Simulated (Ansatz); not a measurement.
BH₂⁻, singlet: the ladder up to full CI

Geometry: a PBE0/def2-TZVPD stationary point for this spin, not checked as a minimum.

```xyz
3

B     0.0000   -0.1234    0.0000
H     0.0000    0.6616   -0.9691
H     0.0000    0.6616    0.9691
```

Basis aug-cc-pVDZ; Ansatz 0.2.0. Correlated methods freeze the noble-gas cores, which leaves 6 electrons in 40 orbitals. R marks a restricted (for open shells ROHF) determinant, U an unrestricted one. Active spaces: pair = (2e, 2o) about the gap; valence = (6e, 6o) chosen from the atoms' valence shells.

Full CI is exact within this basis and frozen core; it isn't the basis-set limit. The frozen core follows each run's orbitals, which can shift R against U totals by a few meV.

- UHF ⟨S²⟩: 0.672
- T1 diagnostic (RCCSD): 0.0119
- largest doubles amplitude (RCCSD): 0.088

```csv
level,E − E(RHF) (eV)
RMP2,-2.8490
RCCSD,-3.5566
RCCSD(T),-3.6647
```

Q: Estimate how far full CI in aug-cc-pVDZ lies from RCCSD(T). The table doesn't fix it; the size of (T) and the diagnostics are the guide.

A: Full CI in aug-cc-pVDZ lies 3.0 kJ/mol below RCCSD(T), which is 28 % of the (T) step (-10.4 kJ/mol). RHF is unstable towards spin polarisation, and the rest is a large part of (T).

The other levels:

| level | E − E(full CI) (kJ/mol) | share of correlation (%) | wall time |
| --- | --- | --- | --- |
| CISD | 30.2 | 91.53 | 0.57 s |
| BCCD(T) | 3.0 | 99.17 | 0.54 s |
| RCCSDT | 0.6 | 99.82 | – |
| RCCSDT(Q) | 0.1 | 99.97 | 2.6 s |
| RCCSDTQ | 0.0 | 100.00 | 16 s (H100) |
| CASSCF (pair space) | 308.2 | 13.56 | – |
| NEVPT2 (pair space) | 82.2 | 76.96 | 0.54 s |
| CASSCF (valence space) | 239.8 | 32.75 | – |
| NEVPT2 (valence space) | 79.7 | 77.65 | 0.39 s |
| MRCISD (valence space) | 14.4 | 95.97 | – |
| MRCISD+Q (valence space) | -0.1 | 100.03 | 0.81 s |

The correlation energy at full CI, counted from RHF, is -3.695 eV. That run took 29 s on 2 threads of AMD EPYC 7R13 with a shared H100 80 GB, shared host over 24,500,738 determinants.

Run but not shown, since their state or frozen core can't be matched to the reference's or they repeat it: UHF, UMP2, UCCSD, UCCSD(T), UCCSDT, UCCSDT(Q).

Times hold each run's SCF and search for its determinant on a shared host, so for small cases they say little of a method's own cost; rows without a card ran on 1 thread of AMD EPYC 7R13.

The full-CI state has the irrep A1 of C2v, in the program's axes.

Natural occupations of full CI about the gap: 1.956 1.943 1.853 0.076 0.051 0.030 0.021 0.014 0.013 0.008; effectively unpaired electrons, Σ n²(2−n)², 0.13.
